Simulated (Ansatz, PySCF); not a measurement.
System: C$_{2}$H$_{3}$O$_{2}$ (charge -1, singlet). It need not be the lowest isomer of its formula. Whether it binds its extra electron was not tested at this geometry. 
Geometry from a B3LYP-D3(BJ)/def2-TZVP (Ansatz, a quantum-chemistry and plane-wave program) optimisation:
SMILES: [CH2-]OC=O
```xyz
7

C     -0.8678    -0.0284    -0.0847
O     -0.8880    -1.0509     0.5921
O      0.1457     0.6914    -0.4457
H     -1.8022     0.4233    -0.4779
C      1.5361     0.4322     0.0732
H      1.5986    -0.6595     0.1933
H      2.1324     0.6895    -0.8187
```
Charge -1, spin multiplicity 1.

Total electronic energies in hartree. Cores are frozen in the correlated levels unless marked. No spin-orbit coupling. Non-relativistic unless marked X2C. CBS marks a two-point X^-3 extrapolation of the correlation energy; Hartree-Fock from the larger set. [CCSD(T)-MP2]/basis is that difference in the basis named.

```tsv
level	program	energy (Eh)
HF/aug-cc-pVDZ	Ansatz	-227.15867
RI-HF/cc-pVQZ	Ansatz	-227.22336
SVWN5/def2-TZVPD	Ansatz	-226.74026
revPBE/def2-TZVPD	Ansatz	-228.45246
r2SCAN/def2-TZVPD	Ansatz	-228.39400
B3LYP-D4/def2-TZVPD	Ansatz + dftd4	-228.52721
PBE0/def2-SVP	Ansatz	-227.97171
PBE0/def2-QZVPP	Ansatz	-228.26654
CAM-B3LYP/def2-TZVPD	PySCF	-228.42479
MP2/6-31G	Ansatz	-227.41994
MP2/cc-pwCVTZ	Ansatz	-228.03085
CCSD/STO-3G	Ansatz	-224.19345
CCSD(T)/cc-pwCVTZ	Ansatz	-228.07840
X2C-CCSD(T)/cc-pVTZ-DK	Ansatz	-228.19667
RI-MP2/CBS(aug-cc-pVTZ,aug-cc-pVQZ)+[CCSD(T)-MP2]/aug-cc-pVTZ	Ansatz	-228.1971
```

Totals of different functionals don't rank their quality; only differences between species are comparable.
